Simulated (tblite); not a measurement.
Compound: C₃H₇NS (charge +1 and doublet state).
Bonds: C1–C2, C2–C3, C3–N4, C3–S5 (double). Hydrogens: H6, H7, H8 on C1; H9, H10 on C2; H11, H12 on N4.

Structure optimised with GFN2-xTB, isolated species. This method treats the open shell by occupation alone, without spin polarisation.

Task: What internal coordinates does the optimisation give?

Result: 
| bond | length (Å) | order |
| --- | --- | --- |
| C1–C2 | 1.525 | single |
| C2–C3 | 1.505 | single |
| C3–N4 | 1.311 | single |
| C3=S5 | 1.661 | double |
| C1–H6, C1–H7, C1–H8 | 1.088 | single |
| C2–H9, C2–H10 | 1.094 | single |
| N4–H11 | 1.012 | single |
| N4–H12 | 1.013 | single |

Bonds in one row agree within 0.01 Å and their mean is given. Orders are formal, as drawn. A selection of angles:
| angle | degrees |
| --- | --- |
| C2–C1–H6 | 108.6 |
| C2–C1–H7 | 112.0 |
| H6–C1–H7 | 109.0 |
| H6–C1–H8 | 107.2 |
| C1–C2–C3 | 110.9 |
| C1–C2–H9 | 110.6 |
| C1–C2–H10 | 109.4 |
| C3–C2–H9 | 108.1 |
| C3–C2–H10 | 110.2 |
| H9–C2–H10 | 107.7 |
| C2–C3–N4 | 119.9 |
| C2–C3–S5 | 114.4 |
| N4–C3–S5 | 125.7 |
| C3–N4–H11 | 121.9 |
| C3–N4–H12 | 121.1 |
| H11–N4–H12 | 117.0 |

Dihedral angles: C1–C2–C3–N4 -70° (synclinal). The mirror-image conformer, all signs reversed, is as good.

N4 (nitrogen bonded to C and 2 H) is planar (angles 121.9°, 121.1° and 117.0°, sum 360.0°, 0.00 Å off the plane of its three neighbours). C3 (carbon bonded to C, N and S) is planar (angles 125.7°, 119.9° and 114.4°, sum 360.0°, 0.01 Å off the plane of its three neighbours). The 2 C–C bonds span 1.505 Å (C2–C3, drawn single) to 1.525 Å (C1–C2, drawn single), a spread of 0.020 Å. Of the pairs four or more bonds apart, N4···H7 is among the closest relative to their van der Waals radii: 2.85 Å, 104 % of the sum of Bondi's values.

Point group: C1 (no symmetry element, even within 0.4 Å). Its GFN2-xTB frequencies are all real (lowest 63 cm⁻¹). Torsions: C1–C2–C3–N4 -70°, C2–C3–N4–H 178° and -2°. 3 starts were optimised and ended at 0.00, 0.00 and 0.33 kcal/mol (GFN2-xTB); the lowest of these is shown.

All values are computed, not measured.
